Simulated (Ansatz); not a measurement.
Input file:

```yaml
crystal:
  periodic: [false, false, false]
  atoms:
    - {symbol: Al, position_ang: [0.000000, 0.000000, 1.677797]}
    - {symbol: Al, position_ang: [0.000000, 0.000000, -1.734203]}
    - {symbol: H, position_ang: [0.000000, 1.404177, 2.416757]}
    - {symbol: H, position_ang: [0.000000, -1.404176, 2.416757]}
    - {symbol: H, position_ang: [0.000000, 0.000000, -3.323600]}
basis:
  gaussian: {orbitals: cc-pVTZ}
magnetization: {spin_polarized: true, initial_magnetization: 1}
hamiltonian: {xc: {name: B2PLYP}}
correlation: {electrons: outside_noble_gas}
```

```sh
$ ansatz run in.yaml --threads 2 --pin off --events-out ev --progress --plain --max-ram 16896MiB --backend cuda --devices 0, --max-vram 18GiB
```

Log:

```
664 factors; integrals over basis functions are off by at most 1.8e-3 eV
mean field evaluation 1: about -13230.9188 eV, gradient 8.1e0 eV
mean field evaluation 2: about -13230.9475 eV, gradient 8.1e0 eV
mean field evaluation 4: about -13231.6659 eV, gradient 6.6e-1 eV
mean field evaluation 8: about -13231.6761 eV, gradient 7.2e-2 eV
mean field evaluation 16: about -13231.6763 eV, gradient 1.8e-4 eV
mean field evaluation 32: about -13231.6770 eV, gradient 7.3e-2 eV
mean field evaluation 64: about -13231.6763 eV, gradient 2.1e-4 eV
mean field evaluation 96: about -13231.1571 eV, gradient 2.6e0 eV
mean field -13231.71748838 eV, -486.2566489177 hartree, gradient 1.2e-6 eV, S^2 0.833449; 9 other end points of the search recorded, 0 dependent functions left out
10 core orbitals not correlated: weight in the atoms' cores, before any rotation towards them, 1.000 or more for the frozen orbitals, at most 0.000 for the correlated occupied ones
reference -13231.71766178 eV, -486.2566552902 hartree; 5, 4 occupied and 95, 96 virtual orbitals, 664 factors
second order -4.71058508 eV of doubles, -0.00000000 eV of singles
Total energy: -13232.98951975 eV, -486.3033952085 hartree
```

Ran on 2 threads of AMD EPYC 7R13 with a shared H100 80 GB, shared host: 17 s wall, 0.81 GiB peak host memory.
